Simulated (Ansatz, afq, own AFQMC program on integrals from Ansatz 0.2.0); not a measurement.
# Atomization energy of O2, triplet

```csv
atom,x (Å),y (Å),z (Å)
O,0.0000,0.0000,0.0000
O,0.0000,0.0000,1.1928
```

Atoms in their ground-state spins without spin–orbit coupling (mostly on UHF) minus the molecule (UHF), without zero-point energy. The geometry is a stationary point, not shown to be a minimum.

Basis 6-31G. Only valence electrons are correlated. AFQMC by an in-house program on the Cholesky factors that Ansatz 0.2.0 writes for its CCSD(T) run. ph-AFQMC/CISD is guided by a CISD state made of CCSD amplitudes; releasing the constraint for a short imaginary time cuts its bias at the price of noise, slowly where states lie close. Free projection: walkers drawn from exp(T), propagated without any constraint. Its projection time is finite, and what remains of the start isn't in its error. Uncertainties: one standard error, sampling alone. The errors of all members are added in quadrature.

Full CI is exact in this basis; where marked, its frozen core comes from its own orbitals, which moves totals by up to a few meV.

Errors are counted within 6-31G, not against nature.

Cautions: O₂ (triplet): lower spins were not checked, full CI with its own frozen core, its ph-AFQMC/CISD value lies 43 ± 11 meV above full CI.

Reference (full CI): 66.8 kcal/mol.

```
         level  atomization energy (kcal/mol)  error against FCI (kcal/mol)
            HF                           -9.3                         -76.1
           MP2                           74.9                           8.1
          CCSD                           62.7                          -4.1
       CCSD(T)                           65.7                          -1.1
         CCSDT                           65.7                          -1.1
      CCSDT(Q)                           66.8                           0.0
        CCSDTQ                           66.7                          -0.1
   ph-AFQMC/HF                     65.0 ± 1.4                    -1.8 ± 1.4
 ph-AFQMC/CISD                     65.8 ± 0.3                    -1.0 ± 0.3
released AFQMC                     66.8 ± 0.2                     0.0 ± 0.2
    free AFQMC                     66.9 ± 0.3                     0.1 ± 0.3
```

Correlation beyond CCSD(T) adds 1.1 kcal/mol. The perturbative (T) step is worth +3.0 kcal/mol.

CCSDT and higher add their correlation energy to the determinant of the CCSD(T) run, since their own runs factorise the integrals more tightly (a shift of under 2 meV). Free projections are given only where their last times agree within the noise and don't stop above the reference; a slow remainder of the start can still hide under it. A walk keeps the symmetry of its determinant, which the program's search chose and which needn't be the lowest solution, so a lower state of the same spin and another symmetry isn't excluded. Released energies are given only where the last usable release times agree within the noise; a slower fall can still hide under it.
